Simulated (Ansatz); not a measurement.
## Match the barriers

Saddle point of BSiH7O, closed shell (SiH₄O ([OH][SiH3]) + BH₃ → BSiH₅O ([BH2][O][SiH3]) + H₂; bonds formed: H2–H5; dative contacts that become bonds: B1–O6; bonds broken: B1–H2, H5–O6), PBE0-D4/def2-TZVP structure:

| atom | x (Å) | y (Å) | z (Å) |
| --- | --- | --- | --- |
| B1 | -0.9025 | 0.4802 | -0.8910 |
| H2 | -0.1679 | 1.4418 | -1.4207 |
| H3 | -0.6484 | -0.5196 | -1.5025 |
| H4 | -2.0230 | 0.8848 | -0.8242 |
| H5 | 0.1576 | 1.2625 | -0.4452 |
| O6 | -0.1569 | 0.5501 | 0.5087 |
| Si7 | 0.7428 | -0.7500 | 1.0275 |
| H8 | 1.2935 | -0.3981 | 2.3573 |
| H9 | -0.1450 | -1.9338 | 1.1164 |
| H10 | 1.8500 | -1.0179 | 0.0736 |

Program: Ansatz 0.2.0. Basis: def2-TZVPP, with def2-QZVPP for the basis limit. Cores are frozen in the correlated methods. B3LYP uses VWN-RPA correlation. Extrapolation: Hartree–Fock as exp(−7.88 √X), correlation as X^−2.97. Four methods, as single points on the PBE0-D4 structures, gave these electronic barriers from the start structure: 63.0, 91.0, 106.7, 133.9 kJ/mol.

**Question.** The methods were, in alphabetical order, B3LYP-D4, BHLYP-D4, HF, SPW92. Which gave which? (Judge from chemistry; the calculation decides.)

**Answer.** By the calculation: SPW92 63.0; B3LYP-D4 91.0; BHLYP-D4 106.7; HF 133.9 kJ/mol. For comparison, CCSD(T) at an estimated basis limit (MP2 extrapolated from triple and quadruple zeta, plus CCSD(T) − MP2 in triple zeta) gives 96.5 kJ/mol.

The T1 diagnostic stays at or below 0.013.

The step is the kind of ligand exchange by which a precursor binds to a hydroxyl group, or is hydrolysed, in atomic layer deposition of oxides.

Labels in which every atom is bracketed show which atoms are joined, not bond orders.

For scale, one of the runs: CCSD(T)/def2-TZVPP, 202 basis functions, launched by `ansatz run in.yaml --threads 2 --pin off --events-out ev --progress --plain --max-ram 4352MiB`. Time: 45 s of wall clock on 2 CPU threads of an Arm Neoverse V2; the host was shared. Peak host memory: 2.5 GiB.
